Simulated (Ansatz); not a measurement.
# SiN2H+ (triplet): the correlation ladder, def2-TZVPP

An exercise on one series of results from a longer session: the logs are not shown, and one member is left open.

Method: def2-TZVPP, core rule «outside noble gas», up to 7 orbitals frozen; program: Ansatz 0.2.0, Gaussian basis.

Plan: UHF; ROHF; CCSD(T) on UHF.

2 further runs of the same task are left out: 2 set aside as unsound or not needed.

## The system

The geometry is a PBE0/def2-TZVP stationary point (not a proven minimum) of the parent state, kept for this charge and spin.

4 atoms, charge 1, spin multiplicity 3.

Atoms are counted from 1 here; the program's logs count them from 0.

Bond lengths: Si1–N2 1.658 Å, Si1–N3 1.658 Å, Si1–H4 1.472 Å, N2–N3 1.546 Å. Angles: N2–Si1–N3 55.6°, N2–Si1–H4 152.2°, N3–Si1–H4 152.2°, Si1–N2–N3 62.2°, Si1–N3–N2 62.2°.

As a file:

```xyz
4
charge 1, multiplicity 3
Si    0.00000    0.00000    0.69348
N     0.00000   -0.77321   -0.77317
N     0.00000    0.77321   -0.77317
H     0.00000    0.00000    2.16536
```

Set-up of the first run:

The input, in.yaml:

```yaml
crystal:
  periodic: [false, false, false]
  atoms:
    - {symbol: Si, position_ang: [0.000000, 0.000000, 0.693477]}
    - {symbol: N, position_ang: [0.000000, -0.773207, -0.773173]}
    - {symbol: N, position_ang: [0.000000, 0.773207, -0.773173]}
    - {symbol: H, position_ang: [0.000000, 0.000000, 2.165363]}
basis:
  gaussian: {orbitals: def2-TZVPP}
total_charge: 1
magnetization: {spin_polarized: true, initial_magnetization: 2}
hamiltonian: {xc: hf}
output: {orbitals: {seedname: orbitals}}
```

On the command line:

```bash
ansatz run in.yaml --threads 1 --pin off --events-out ev --progress --plain --max-ram 2560MiB --backend cpu
```

Among the steps run: UHF; ROHF; CCSD(T) on UHF.

One of the session's tables, all rows but one given; the rest of the session is left out.

```
  method  from UCCSD(T) (meV)
    ROHF                    ?
     UHF             +13527.8
    UMP2              +1347.5
   UCCSD               +782.4
UCCSD(T)                    0
```

Q: Estimate the row for ROHF from the others.

**Answer.** from UCCSD(T) (meV): +14249.5. In the column «from UCCSD(T) (meV)» it is the highest.

To keep in mind: Warnings: spin contamination; coupled cluster took another determinant than the lowest.
